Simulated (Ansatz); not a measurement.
Steps of a relaxation of C2H4S (`C=CS`) with RKS PBE0-D4/def2-TZVP.

```sh
$ ansatz run in.yaml --threads 2 --pin off --events-out ev --progress --plain --max-ram 20480MiB --backend cpu
```

```yaml
crystal:
  periodic: [false, false, false]
  atoms:
    - {symbol: C, position_ang: [-0.581420, 0.642830, -0.742560]}
    - {symbol: C, position_ang: [-0.070730, -0.021430, 0.278910]}
    - {symbol: S, position_ang: [1.337990, -1.075510, 0.127130]}
    - {symbol: H, position_ang: [-1.443180, 1.275000, -0.618650]}
    - {symbol: H, position_ang: [-0.158130, 0.576180, -1.729490]}
    - {symbol: H, position_ang: [-0.478370, 0.031420, 1.275020]}
    - {symbol: H, position_ang: [1.393860, -1.428500, 1.409640]}
basis:
  gaussian: {orbitals: def2-TZVP}
hamiltonian: {xc: pbe0, dispersion: d4}
relax: {f_tol: 0.005, max_steps: 150}
```

Positions (Å) and forces (eV/Å) along the path, 6 of 6 steps:

```xyz
7
step=1 energy=-12968.5828 eV
C    -0.581    0.643   -0.743   -0.052    0.032    0.025
C    -0.071   -0.021    0.279    0.500   -0.382   -0.010
S     1.338   -1.076    0.127   -0.222    0.215   -0.180
H    -1.443    1.275   -0.619   -0.196    0.132    0.078
H    -0.158    0.576   -1.729    0.111   -0.011   -0.285
H    -0.478    0.031    1.275   -0.168    0.087    0.157
H     1.394   -1.429    1.410    0.027   -0.073    0.215
7
step=2 energy=-12968.5894 eV
C    -0.581    0.643   -0.745   -0.024    0.023   -0.003
C    -0.066   -0.024    0.278    0.272   -0.217    0.003
S     1.338   -1.076    0.129   -0.144    0.129   -0.073
H    -1.447    1.277   -0.612   -0.049    0.026    0.038
H    -0.159    0.579   -1.739    0.022    0.003   -0.075
H    -0.483    0.035    1.274   -0.082    0.060    0.026
H     1.399   -1.433    1.415    0.005   -0.024    0.085
7
step=3 energy=-12968.5918 eV
C    -0.578    0.642   -0.746   -0.024    0.009   -0.020
C    -0.060   -0.030    0.274    0.018    0.005    0.014
S     1.336   -1.076    0.130    0.011   -0.019    0.033
H    -1.447    1.272   -0.602    0.021   -0.011    0.002
H    -0.161    0.584   -1.746   -0.016    0.007    0.024
H    -0.487    0.040    1.269   -0.015    0.009   -0.029
H     1.397   -1.433    1.420    0.006    0.001   -0.024
7
step=4 energy=-12968.5919 eV
C    -0.579    0.641   -0.747    0.024    0.011    0.002
C    -0.057   -0.027    0.274   -0.036   -0.023   -0.001
S     1.337   -1.077    0.132    0.010   -0.002    0.003
H    -1.445    1.273   -0.599    0.005   -0.013    0.000
H    -0.165    0.585   -1.748   -0.009    0.003    0.012
H    -0.491    0.041    1.265    0.013    0.013   -0.006
H     1.400   -1.435    1.422   -0.008    0.010   -0.010
7
step=5 energy=-12968.5920 eV
C    -0.578    0.641   -0.747   -0.003    0.002    0.001
C    -0.058   -0.030    0.273    0.002    0.001   -0.007
S     1.337   -1.078    0.132   -0.002    0.000    0.003
H    -1.445    1.272   -0.598   -0.001   -0.001    0.001
H    -0.165    0.586   -1.748    0.002   -0.001    0.001
H    -0.490    0.042    1.265    0.002   -0.001    0.002
H     1.398   -1.433    1.422    0.000    0.000    0.000
7
step=6 energy=-12968.5920 eV
C    -0.578    0.641   -0.747   -0.001    0.001   -0.001
C    -0.058   -0.030    0.273    0.000   -0.001    0.001
S     1.336   -1.079    0.132    0.000    0.000    0.000
H    -1.445    1.272   -0.598    0.000    0.000    0.001
H    -0.165    0.587   -1.748    0.000   -0.001    0.000
H    -0.490    0.041    1.265    0.000    0.000    0.000
H     1.399   -1.432    1.423    0.000    0.000    0.000
```

Run time 8.5 s (2 threads of an AMD EPYC 7R13 on a shared host); peak host memory 0.23 GiB.
